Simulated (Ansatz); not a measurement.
Isolated molecules relaxed with PBE0-D4/def2-TZVP in Ansatz; ΔE leaves out vibrations. CCSD(T)/CBS adds triple-zeta CCSD(T) − MP2 to the extrapolated MP2 energy (def2 sets, frozen cores). This one scheme is used for every species, atoms too. Functionals use def2-TZVPP. B3LYP here is the variant with VWN-RPA as its local correlation; programs differ in this. HSE06 is defined as in plane-wave codes. No spin–orbit coupling; open shells (•) take unrestricted orbitals. Spin–orbit coupling would lower the free atoms: a little for O. Bonds to Li are less sure, by a few kJ/mol each and by 10 to 20 or more in all where they break to atoms, as the def2 sets lack core-valence functions.

`[Li][O][Li]` → 2 Li• + O•  (atomization)

`[Li][O][Li]`:

```xyz
3

Li   -1.352    0.857   -0.114
O     0.000    0.000    0.000
Li    1.352   -0.857    0.115
```

```json
{"level": "PBE-D4", "ΔE (kJ/mol)": "730.4", "difference from CCSD(T)/CBS": "-1.3"}
{"level": "BLYP-D4", "ΔE (kJ/mol)": "744.3", "difference from CCSD(T)/CBS": "12.6"}
{"level": "B3LYP-D4", "ΔE (kJ/mol)": "714.1", "difference from CCSD(T)/CBS": "-17.6"}
{"level": "ωB97X-V", "ΔE (kJ/mol)": "696.6", "difference from CCSD(T)/CBS": "-35.1"}
{"level": "ωB97M-V", "ΔE (kJ/mol)": "726.4", "difference from CCSD(T)/CBS": "-5.3"}
{"level": "BLYP", "ΔE (kJ/mol)": "739.9", "difference from CCSD(T)/CBS": "8.2"}
{"level": "PBE0", "ΔE (kJ/mol)": "671.9", "difference from CCSD(T)/CBS": "-59.8"}
{"level": "HSE06", "ΔE (kJ/mol)": "673.3", "difference from CCSD(T)/CBS": "-58.4"}
{"level": "CCSD(T)/def2-SVP", "ΔE (kJ/mol)": "632.7", "difference from CCSD(T)/CBS": "-99.0"}
{"level": "HF/def2-TZVPP", "ΔE (kJ/mol)": "339.1", "difference from CCSD(T)/CBS": "-392.6"}
{"level": "CCSD(T)/CBS", "ΔE (kJ/mol)": "731.7", "difference from CCSD(T)/CBS": "0"}
```

Largest T1 diagnostic among the species: 0.021, so the coupled-cluster value is less sure than usual.

Leaving LDA and LC-ωPBE aside and taking each functional with its dispersion term where it has one, the values, not all of them listed here, spread over 98.0 kJ/mol, from BHLYP-D4 to BLYP-D4. LDA lies +116.6 kJ/mol from PBE without D4, its usual overbinding. At CCSD(T), def2-SVP lies −99.0 kJ/mol from the extrapolated value and def2-TZVPP −58.5 kJ/mol: correlation converges slowly with the basis, and small sets miss more of it in the bonded molecule than in its fragments.

For atomizations the MP2-based limit and the directly extrapolated one differ by several kJ/mol either way, and by 10 to 25 for some Ge, Se and Sn compounds, so smaller differences from it don't rank the levels.
